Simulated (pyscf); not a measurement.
Optimised with ωB97X-D3(BJ)/def2-SVP in PySCF.

Question: For the elementary gas-phase step O=Zr(F)–Cl + HCl → O=Zr(Cl)–Cl + HF (singlet surface; F–Zr, Cl–H broken, Cl–Zr, F–H formed), what barrier and reaction energy does ωB97M-D3(BJ)/def2-TZVP give, measured from the separated reactants?

Answer: ΔE‡ = -56.4 kJ/mol, ΔE = +8.4 kJ/mol. Zero-point energy shifts the barrier by +2.4 kJ/mol. It is a four-centre exchange, with an imaginary mode of 366i cm⁻¹. On the reactant side the descent ends in an adduct with a Cl–Zr contact, 85.5 kJ/mol under the separated species and 10.0 kJ/mol under the saddle at ωB97X-D3(BJ)/def2-TZVP. On the product side the descent ends in an adduct with a F–Zr contact, 93.8 kJ/mol under the separated species and 25.1 kJ/mol under the saddle at ωB97X-D3(BJ)/def2-TZVP. At ωB97M-D3(BJ) the saddle lies under the separated reactants, which points to a path from their complex (located at ωB97X-D3(BJ) alone). At ωB97M-D3(BJ) the saddle lies under the separated products, which points to a path from their complex (located at ωB97X-D3(BJ) alone), and parting the products costs more than the saddle. What is counted as formed (Cl–Zr) is already present as a longer contact in the reactant adduct; forming that adduct is a step of its own. What is counted as broken (F–Zr) persists as a longer contact in the product adduct; parting that adduct is a step of its own. At ωB97X-D3(BJ) the barrier from the zero used here is -75.5 kJ/mol. One saddle was located; it need not be the lowest between these sides. Elements past Kr carry the def2 core potentials, without spin-orbit coupling.
